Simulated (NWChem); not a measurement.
All runs are NWChem calculations. System: nitric oxide (NO), charge 0, spin multiplicity 2, at a geometry optimised with UPBE0/def2-SVP. Its SCF solution wasn't tested for a lower state. Level: URI-MP2/cc-pVQZ, 2 core orbitals frozen.

NWChem printed:

```
             Northwest Computational Chemistry Package (NWChem) 7.3.0
             --------------------------------------------------------

                                NWChem Input Module
                                -------------------

 Scaling coordinates for geometry "geometry" by  1.889725989
 (inverse scale =  0.529177249)

 Turning off AUTOSYM since
 SYMMETRY directive was detected!

                             Geometry "geometry" -> ""
                             -------------------------

 Output coordinates in angstroms (scale by  1.889725989 to convert to a.u.)

  No.       Tag          Charge          X              Y              Z
 ---- ---------------- ---------- -------------- -------------- --------------
    1 N                    7.0000     0.00000000     0.00000000     0.60926500
    2 O                    8.0000     0.00000000     0.00000000    -0.53310700

 Effective nuclear repulsion energy (a.u.)      25.9406970269

            Nuclear Dipole moment (a.u.)
            ----------------------------
        X                 Y               Z
 ---------------- ---------------- ----------------
     0.0000000000     0.0000000000    -0.0000018897

      Symmetry information
      --------------------

 Group name             C2v
 Group number             16
 Group order               4
 No. of unique centers     2

      Symmetry unique atoms

     1    2


 Summary of "ao basis" -> "" (spherical)
 ------------------------------------------------------------------------------
       Tag                 Description            Shells   Functions and Types
 ---------------- ------------------------------  ------  ---------------------
 *                          cc-pvqz                   on all atoms

 Summary of "ri-mp2 basis" -> "" (spherical)
 ------------------------------------------------------------------------------
       Tag                 Description            Shells   Functions and Types
 ---------------- ------------------------------  ------  ---------------------
 *                         cc-pvqz-ri                 on all atoms

 Summary of "ao basis" -> "ao basis" (spherical)
 ------------------------------------------------------------------------------
       Tag                 Description            Shells   Functions and Types
 ---------------- ------------------------------  ------  ---------------------
 N                          cc-pvqz                 15       55   5s4p3d2f1g
 O                          cc-pvqz                 15       55   5s4p3d2f1g

                                 NWChem SCF Module
                                 -----------------

  ao basis        = "ao basis"
  functions       =   110
  atoms           =     2
  alpha electrons =     8
  beta  electrons =     7
  charge          =   0.00
  wavefunction    = UHF
  use symmetry    = T
  symmetry adapt  = T

 Summary of "ao basis" -> "ao basis" (spherical)
 ------------------------------------------------------------------------------
       Tag                 Description            Shells   Functions and Types
 ---------------- ------------------------------  ------  ---------------------
 N                          cc-pvqz                 15       55   5s4p3d2f1g
 O                          cc-pvqz                 15       55   5s4p3d2f1g

      Symmetry analysis of basis
      --------------------------

        a1         44
        a2         14
        b1         26
        b2         26

 Forming initial guess at       0.1s

   Symmetry analysis of molecular orbitals - initial alpha
   -------------------------------------------------------

  Numbering of irreducible representations:

     1 a1          2 a2          3 b1          4 b2

  Orbital symmetries:

     1 a1          2 a1          3 a1          4 a1          5 b2
     6 b1          7 a1          8 b2          9 b1         10 a1
    11 a1         12 b2         13 b1         14 a1         15 b2
    16 b1         17 a1         18 a2

   Symmetry analysis of molecular orbitals - initial beta
   ------------------------------------------------------

  Numbering of irreducible representations:

     1 a1          2 a2          3 b1          4 b2
[...]
    69      1.190742  2 O  pz                30     -0.851755  1 N  d  0
    59      0.680134  2 O  s                 85      0.598052  2 O  d  0

 center of mass
 --------------
 x =   0.00000000 y =   0.00000000 z =   0.00028864

 moments of inertia (a.u.)
 ------------------
          34.795719446386           0.000000000000           0.000000000000
           0.000000000000          34.795719446386           0.000000000000
           0.000000000000           0.000000000000           0.000000000000

  Mulliken analysis of the total density
  --------------------------------------

    Atom       Charge   Shell Charges
 -----------   ------   -------------------------------------------------------
    1 N    7     6.88   1.98 -0.03  0.42  0.98  0.49  0.30  0.99  1.26  0.36  0.00  0.04  0.06  0.00  0.01  0.00
    2 O    8     8.12   1.98 -0.02  0.42  1.02  0.38  0.45  1.34  1.87  0.61  0.00  0.02  0.04  0.00  0.01  0.00

  Mulliken analysis of the alpha density
  --------------------------------------

    Atom       Charge   Shell Charges
 -----------   ------   -------------------------------------------------------
    1 N    7     3.89   0.99 -0.01  0.22  0.51  0.23  0.20  0.65  0.82  0.23  0.00  0.02  0.03  0.00  0.01  0.00
    2 O    8     4.11   0.99 -0.01  0.21  0.51  0.19  0.24  0.71  0.95  0.29  0.00  0.01  0.02  0.00  0.00  0.00

   Mulliken analysis of the beta density
   -------------------------------------

    Atom       Charge   Shell Charges
 -----------   ------   -------------------------------------------------------
    1 N    7     3.00   0.99 -0.01  0.20  0.47  0.26  0.10  0.34  0.45  0.13  0.00  0.02  0.03  0.00  0.01  0.00
    2 O    8     4.00   0.99 -0.01  0.21  0.50  0.20  0.21  0.63  0.92  0.33  0.00  0.01  0.02  0.00  0.00  0.00

   Mulliken analysis of the spin density
   -------------------------------------

    Atom       Charge   Shell Charges
 -----------   ------   -------------------------------------------------------
    1 N    7     0.89  -0.00  0.00  0.02  0.04 -0.04  0.10  0.31  0.37  0.10 -0.00 -0.00 -0.01 -0.00 -0.00 -0.00
    2 O    8     0.11  -0.00  0.00  0.01  0.01 -0.01  0.03  0.08  0.03 -0.04  0.00  0.00 -0.00  0.00  0.00  0.00

       Multipole analysis of the density wrt the origin
       ------------------------------------------------

     L   x y z        total         alpha         beta         nuclear
     -   - - -        -----         -----         ----         -------
     0   0 0 0     -0.000000     -8.000000     -7.000000     15.000000

     1   1 0 0     -0.000000     -0.000000      0.000000      0.000000
     1   0 1 0     -0.000000     -0.000000      0.000000      0.000000
     1   0 0 1      0.090099     -0.386824      0.476925     -0.000002

     2   2 0 0     -7.158871     -3.738779     -3.420092      0.000000
     2   1 1 0      0.000000      0.000000     -0.000000      0.000000
     2   1 0 1     -0.000000     -0.000000     -0.000000      0.000000
     2   0 2 0     -7.899813     -4.528546     -3.371266      0.000000
     2   0 1 1     -0.000000     -0.000000     -0.000000      0.000000
     2   0 0 2     -8.357277    -13.846273    -11.909413     17.398409

                               NWChem RI-MP2 Module
                               --------------------

 Summary of "ri-mp2 basis" -> "ri-mp2 basis" (spherical)
 ------------------------------------------------------------------------------
       Tag                 Description            Shells   Functions and Types
 ---------------- ------------------------------  ------  ---------------------
 N                         cc-pvqz-ri               30      132   8s7p6d5f3g1h
 O                         cc-pvqz-ri               30      132   8s7p6d5f3g1h

 SCF Reference Information:
            File: './mol.movecs'
           Title: ''
    Size (AOxMO):    110 x (    110,    110)
       Total Occ:                 8.00,   7.00
 RI-MP2 Calculation Information:
          Nr. of AO basis functions:        110
     Nr. of fitting basis functions:        264
               Nr. of MO spin cases:          2
        Nr. of MOs to be correlated:        108        108
     Nr. of occupied MOs correlated:          6          5
      Nr. of virtual MOs correlated:        102        103

          RI integral approximation: 'V'
    Threshold for Schwarz screening:  1.000E-09
 Smallest eigenvalue retained in fit  1.000E-08
    Type of storage for MO integrals 'EAF library'

 Transformation block size    6, requiring     1 integral passes.
 XForm_3cInts: Completed     1:    6 pass.
 Transformation block size    5, requiring     1 integral passes.
 XForm_3cInts: Completed     1:    5 pass.
 Energy evaluation using block sizes     6    6
 RIMP2_V_E2: Approx. ints. done (    1:    6,    1:    6)
 RIMP2_V_E2: Copy to B done (    1:    6,    1:    6)
 RIMP2_V_E2: Denominators done (    1:    6,    1:    6)
 RIMP2_V_E2: Completed block (    1:    6,    1:    6)
 RIMP2_V_E2: Approx. ints. done (    1:    6,    1:    5)
 RIMP2_V_E2: Copy to B done (    1:    6,    1:    5)
 RIMP2_V_E2: Denominators done (    1:    6,    1:    5)
 RIMP2_V_E2: Completed block (    1:    6,    1:    5)
 RIMP2_V_E2: Approx. ints. done (    1:    5,    1:    5)
 RIMP2_V_E2: Copy to B done (    1:    5,    1:    5)
 RIMP2_V_E2: Denominators done (    1:    5,    1:    5)
 RIMP2_V_E2: Completed block (    1:    5,    1:    5)

          -------------------------------------------
          SCF energy                -129.307473104823
          Correlation energy          -0.425145149471
          Total MP2 energy          -129.732618254294
          -------------------------------------------

 -----------------------
 Performance information
 -----------------------

 Timer overhead =  2.86D-07 seconds/call

               Nr. of calls         CPU time (s)                 Wall time (s)                GFlops
             ---------------    -------------------     ------------------------------   -------------------
Name         Min   Avg   Max    Min     Avg     Max     Min     Avg     Max   Mx/calls   Min     Max     Sum
Overall       1     1     1    10.     10.     10.      10.     10.     10.     10.      0.0     0.0     0.0
3c integr     2     2     2    2.5     2.5     2.5      2.5     2.5     2.5     1.3      0.0     0.0     0.0
Energy        1     1     1   0.20    0.20    0.20     0.20    0.20    0.20    0.20      0.0     0.0     0.0
3c integr     2     2     2    2.5     2.5     2.5      2.5     2.5     2.5     1.2      0.0     0.0     0.0
First 2/3     6     6     6   1.83E-2 1.83E-2 1.83E-2  1.83E-2 1.83E-2 1.83E-2 3.05E-3   0.0     0.0     0.0
Final 1/3     2     2     2   1.23E-2 1.23E-2 1.23E-2  1.23E-2 1.23E-2 1.23E-2 6.16E-3   0.0     0.0     0.0
Write 3c      2     2     2   1.46E-3 1.46E-3 1.46E-3  1.46E-3 1.46E-3 1.46E-3 7.32E-4   0.0     0.0     0.0
Read 3c i     3     3     3   1.83E-3 1.83E-3 1.83E-3  1.83E-3 1.83E-3 1.83E-3 6.10E-4   0.0     0.0     0.0
Fitting b     1     1     1   9.03E-2 9.03E-2 9.03E-2  9.03E-2 9.03E-2 9.03E-2 9.03E-2   0.0     0.0     0.0
Schwarz i     1     1     1   0.10    0.10    0.10     0.10    0.10    0.10    0.10      0.0     0.0     0.0
Form 4ci      3     3     3   3.96E-2 3.96E-2 3.96E-2  3.96E-2 3.96E-2 3.96E-2 1.32E-2   0.0     0.0     0.0
Form A &      3     3     3   0.15    0.15    0.15     0.15    0.15    0.15    4.94E-2   0.0     0.0     0.0
Denominat     3     3     3   1.72E-3 1.72E-3 1.72E-3  1.72E-3 1.72E-3 1.72E-3 5.74E-4   0.0     0.0     0.0
Pair Ener     3     3     3   7.73E-3 7.73E-3 7.73E-3  7.73E-3 7.73E-3 7.73E-3 2.58E-3   0.0     0.0     0.0

 The average no. of pstat calls per process was 3.30D+01
 with a timing overhead of 9.43D-06s

 Task  times  cpu:       10.3s     wall:       10.3s

 Total times  cpu:       10.3s     wall:       10.3s
```

Task: Write an NWChem input that would produce this output.

Result: Several could match; the one computed here: 
```
start mol
memory heap 200 mb stack 800 mb global 1000 mb
geometry units angstroms nocenter noautoz
  N      0.000000     0.000000     0.609265
  O      0.000000     0.000000    -0.533107
  symmetry group C2v
end
basis spherical
  * library cc-pvqz
end
basis "ri-mp2 basis" spherical
  * library cc-pvqz-ri
end
scf
  uhf
  nopen 1
  maxiter 100
  thresh 1e-7
  semidirect memsize 60000000 filesize 0
  # guess.movecs holds the orbitals of an unrestricted PBE0 run
  vectors input guess.movecs output mol.movecs
end
mp2
  freeze core 2
end
task rimp2 energy
```
